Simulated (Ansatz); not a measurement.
A calculation on 1T (CdI2-type) ZrSe₂ returned lattice constant a 3.735 Å, lattice parameter c 6.032 Å, equilibrium volume per atom 24.29 Å³/atom, formation enthalpy -1.344 eV/atom.

For reference: lattice constant a 3.77 Å (measured, temperature not stated, not corrected to a static lattice; as tabulated in Björkman (2014), arXiv:1406.2436); lattice parameter c 6.122 Å (measured, temperature not stated, zero-point anharmonic expansion removed (computed with revB86b-DF2); no thermal correction; as tabulated in Björkman (2014), arXiv:1406.2436).

Problem. Which level of theory produced these numbers?
A. PBE (Ansatz, a quantum-chemistry and plane-wave program)
B. LDA (Ansatz)
C. PBEsol (Ansatz)
D. PBE-D3(BJ) (Ansatz)

Solution. D, PBE-D3(BJ) (Ansatz)

The others give: PBEsol 3.729 Å, 6.137 Å, 24.65 Å³/atom, -1.345 eV/atom; PBE 3.798 Å, 6.875 Å, 28.69 Å³/atom, -1.360 eV/atom; LDA 3.694 Å, 5.948 Å, 23.43 Å³/atom, -1.352 eV/atom.

Unless a cell is named, each level is at its own relaxed cell (LDA 23.43, PBE 28.63, PBE-D3(BJ) 24.29, PBEsol 24.64 Å³/atom).

Caveats: LDA has no dispersion term either, though it tends to give short spacings of layers, chains or molecules (LDA); for a layered or molecular solid the relaxed cell lies over 5 % above the published volume, where the minimum can be shallow (PBE); the cell comes from a level without a dispersion term, which matters for the spacing of layers, chains or molecules (PBEsol, PBE); the gap of the solid is closed in this run (LDA, PBE-D3(BJ)). Ansatz's density-functional and Hartree–Fock values are scalar-relativistic unless marked +SOC, with PAW data made under PBE.
